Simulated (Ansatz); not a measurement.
in.yaml

```yaml
crystal:
  periodic: [false, false, false]
  atoms:
    - {symbol: Si, position_ang: [0.000000, 0.000000, 1.696441]}
    - {symbol: As, position_ang: [0.000000, 0.000000, -0.702186]}
    - {symbol: H, position_ang: [0.000000, 1.264239, 2.462181]}
    - {symbol: H, position_ang: [0.000000, -1.264239, 2.462181]}
basis:
  gaussian: {orbitals: cc-pVDZ}
total_charge: 1
magnetization: {spin_polarized: false, initial_magnetization: 4}
correlation: {method: ccsdtq, electrons: outside_noble_gas}
```

```sh
$ ansatz run in.yaml --threads 2 --pin off --events-out ev --progress --plain --max-ram 24576MiB --backend cuda --devices 0, --max-vram 18GiB
```

Roughly how long does this take on 2 threads of AMD EPYC 7R13 with a shared H100 80 GB, shared host, and how much host memory?

70 s wall and 0.87 GiB.

```
1059 factors; integrals over basis functions are off by at most 1.5e-7 eV
mean field evaluation 1: about -68676.8951 eV, gradient 9.1e0 eV
mean field evaluation 2: about -68676.8989 eV, gradient 9.1e0 eV
mean field evaluation 4: about -68677.8470 eV, gradient 1.2e0 eV
mean field evaluation 8: about -68677.8682 eV, gradient 1.8e-3 eV
mean field evaluation 16: about -68677.8619 eV, gradient 1.9e-1 eV
mean field evaluation 32: about -68674.6487 eV, gradient 3.3e-2 eV
mean field evaluation 64: about -68674.6488 eV, gradient 6.9e-4 eV
mean field -68677.86818890 eV, -2523.8651044111 hartree, gradient 2.4e-6 eV, S^2 6.000000; 4 other end points of the search recorded, 0 dependent functions left out
determinant -68677.86818890 eV, -2523.8651044111 hartree, with singles and doubles -68682.52040387 eV, -2524.0360701578 hartree
determinant -68675.70068177 eV, -2523.7854499933 hartree, with singles and doubles -68680.35251681 eV, -2523.9564017778 hartree
determinant -68674.64876130 eV, -2523.7467926289 hartree, with singles and doubles -68679.79311504 eV, -2523.9358441418 hartree
19 core orbitals not correlated: weight in the atoms' cores, before any rotation towards them, 1.000 or more for the frozen orbitals, at most 0.000 for the correlated occupied ones
reference -68677.86818890 eV, -2523.8651044111 hartree; 7, 3 occupied and 29, 33 virtual orbitals, 1059 factors
second order -3.63121745 eV of doubles, -0.06311641 eV of singles
cycle   1  -4.38467874 eV  change   -6.9e-1 eV  update   7.3e-2
cycle   2  -4.75774352 eV  change   -3.7e-1 eV  update   3.3e-2
cycle   3  -4.78981077 eV  change   -3.2e-2 eV  update   1.4e-2
cycle   4  -4.80487398 eV  change   -1.5e-2 eV  update   7.8e-3
cycle   5  -4.80806894 eV  change   -3.2e-3 eV  update   3.3e-3
cycle   6  -4.80591785 eV  change    2.2e-3 eV  update   1.6e-3
cycle   7  -4.80564474 eV  change    2.7e-4 eV  update   6.7e-4
cycle   8  -4.80622332 eV  change   -5.8e-4 eV  update   3.6e-4
cycle   9  -4.80631317 eV  change   -9.0e-5 eV  update   1.7e-4
cycle  10  -4.80618683 eV  change    1.3e-4 eV  update   1.1e-4
cycle  11  -4.80618358 eV  change    3.2e-6 eV  update   6.1e-5
cycle  12  -4.80621029 eV  change   -2.7e-5 eV  update   2.0e-5
cycle  13  -4.80622007 eV  change   -9.8e-6 eV  update   1.0e-5
cycle  14  -4.80622259 eV  change   -2.5e-6 eV  update   4.5e-6
cycle  15  -4.80622077 eV  change    1.8e-6 eV  update   2.6e-6
cycle  16  -4.80621944 eV  change    1.3e-6 eV  update   1.2e-6
cycle  17  -4.80621936 eV  change    7.7e-8 eV  update   5.2e-7
Total energy: -68682.67440826 eV, -2524.0417297148 hartree
```
